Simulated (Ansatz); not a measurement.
`CN=C=C=N`. Charge 0, multiplicity 1.

```json
{"atom": "C1", "x (Å)": "0.696", "y (Å)": "1.417", "z (Å)": "0.876"}
{"atom": "N2", "x (Å)": "0.477", "y (Å)": "-0.014", "z (Å)": "0.861"}
{"atom": "C3", "x (Å)": "-0.125", "y (Å)": "-0.536", "z (Å)": "-0.083"}
{"atom": "C4", "x (Å)": "-0.685", "y (Å)": "-1.387", "z (Å)": "-0.866"}
{"atom": "N5", "x (Å)": "-1.289", "y (Å)": "-1.907", "z (Å)": "-1.814"}
{"atom": "H6", "x (Å)": "0.286", "y (Å)": "1.935", "z (Å)": "0.005"}
{"atom": "H7", "x (Å)": "1.772", "y (Å)": "1.595", "z (Å)": "0.944"}
{"atom": "H8", "x (Å)": "0.252", "y (Å)": "1.818", "z (Å)": "1.791"}
{"atom": "H9", "x (Å)": "-1.382", "y (Å)": "-2.922", "z (Å)": "-1.714"}
```

**Question.** Give the diagnostics of a CCSD(T)/def2-TZVPP run (frozen core, the Gaussian-basis code of Ansatz). (Best estimate.)

**Answer.** Ansatz gave: T1 = 0.0156, largest single amplitude 0.034, largest double 0.100, (T) share of the correlation energy 5.0 %, 10 CCSD cycles. The RHF solution is unstable towards an unrestricted one. T1 lies under the customary mark of 0.02 for closed shells.
